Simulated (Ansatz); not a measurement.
in.yaml

```yaml
crystal:
  periodic: [false, false, false]
  atoms:
    - {symbol: N, position_ang: [0.000000, 0.000000, -1.558404]}
    - {symbol: C, position_ang: [0.000000, 0.000000, -0.412798]}
    - {symbol: H, position_ang: [0.000000, 0.000000, 1.971202]}
basis:
  gaussian: {orbitals: 6-31G}
correlation: {method: sc_nevpt2, electrons: outside_noble_gas, active_space: {window: {electrons: 10, orbitals: 9}, shells: [{species: C, l: s, shell: 2}, {species: C, l: p, shell: 2}, {species: H, l: s, shell: 1}, {species: "N", l: s, shell: 2}, {species: "N", l: p, shell: 2}]}}
```

```sh
$ ansatz run in.yaml --threads 1 --pin off --events-out ev --progress --plain --max-ram 2393MiB
```

(1) Roughly how long does this take on 1 thread of Arm Neoverse V1, shared host, and how much host memory?

```
450 factors; integrals over basis functions are off by at most 1.4e-7 eV
mean field evaluation 1: about -2515.5971 eV, gradient 3.1e1 eV
mean field evaluation 2: about -2515.6096 eV, gradient 3.1e1 eV
mean field evaluation 4: about -2518.8192 eV, gradient 5.0e0 eV
mean field evaluation 8: about -2519.0315 eV, gradient 6.9e-2 eV
mean field -2519.03096403 eV, -92.5726804677 hartree, gradient 3.0e-6 eV, S^2 0.000000; 0 other end points of the search recorded, 0 dependent functions left out; unrestricted orbitals would lower it
reference -2519.03096403 eV, -92.5726804677 hartree; 7, 7 occupied and 13, 13 virtual orbitals, 450 factors
state -2525.63211200 eV, -92.8152681811 hartree
state -2525.63211200 eV, -92.8152681811 hartree; corrected -2526.87655665 eV, -92.8610006785 hartree
Total energy: -2526.87655665 eV, -92.8610006785 hartree
Checks for a lower state left out: starts, orbital_swaps
```

Natural occupations: 1.9915 1.9631 1.9219 1.9219 1.5500 0.4681 0.0834 0.0834 0.0168.

For the same geometry and basis full CI lies 422.3 meV lower.

Answers

(1) 3.7 s wall and 0.15 GiB.
